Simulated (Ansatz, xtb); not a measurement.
# Loss of C2H2: C3H5N → CH3N + C2H2

Species: C3H5N `C#CNC`, singlet; CH3N (methanimine) `C=N`, singlet; C2H2 (acetylene) `C#C`, singlet. 

Shapes, held fixed at every level: PBE0-D4/def2-TZVP. Programs: Ansatz 0.2.0, xtb 6.7.1. The zero-point and thermal change to 298 K, harmonic and unscaled (PBE0-D4/def2-TZVP), is -12.0 kJ/mol.

```tsv
level	kind	ΔH(298 K) (kJ/mol)	less CCSD(T)/CBS estimate	CPU time (sum over the molecules)
GFN2-xTB	semi-empirical	+159.7	+98.6	0.17 s
HF/def2-TZVPP	Hartree–Fock	+48.4	-12.7	–
PBE-D4/def2-TZVPP	GGA	+87.9	+26.8	7.3 s
B3LYP-D4/def2-TZVPP	global hybrid	+71.5	+10.4	8.4 s
wB97X-V/def2-TZVPP	range-separated hybrid	+81.1	+20.0	19 s
MP2/def2-SVP	perturbation theory	+78.9	+17.8	–
CCSD(T)/def2-SVP	coupled cluster or CI	+64.9	+3.8	6.7 s
CCSD(T)/def2-TZVPP	coupled cluster or CI	+57.2	-3.9	61 s
CCSD(T)/CBS estimate	coupled cluster or CI	+61.1	0.0	2.6 min
```

The highest level, CCSD(T)/CBS estimate, gives ΔH(298 K) = +61.1 kJ/mol; the levels span +48.4 to +159.7. GFN2-xTB strays far from the other rows. The column of differences is taken from that level and isn't an error. No measured value is set beside it here. The CBS estimate extrapolates MP2 from def2-TZVPP and def2-QZVPP and adds CCSD(T) − MP2 in the triple-zeta set, cores frozen. Times are processor times on shared x86 and Arm servers, and rough.
